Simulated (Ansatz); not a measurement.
Basis-set extrapolation for C₂H₆N₂ (`CNC=N`) (PBE0-D4/def2-TZVP geometry, frozen core, the Gaussian-basis code of Ansatz). Multiplicity 1, RHF reference.

|  | def2-TZVPP | def2-QZVPP |
| --- | --- | --- |
| HF | -188.185531 | -188.194765 |
| MP2 correlation | -0.752125 | -0.802954 |
| CCSD(T) correlation | -0.813566 | not run |

Energies in hartree. Use E(X) = E(∞) + A·exp(−7.88·√X) for Hartree–Fock and E(X) = E(∞) + B·X^(−2.97) for correlation, with X = 3 and 4, and add CCSD(T) minus MP2 of the smaller set to the MP2 limit.

**Question.** What is the CCSD(T) energy at the basis-set limit?

**Answer.** HF limit: -188.194765 + (-0.009234) × 0.13774 = -188.19604. MP2 limit: -0.802954 + (-0.050829) × 0.74074 = -0.84061. Higher-order term: -0.813566 − (-0.752125) = -0.06144. Total: -189.09809 hartree, 62.1 kcal/mol below CCSD(T)/def2-TZVPP.
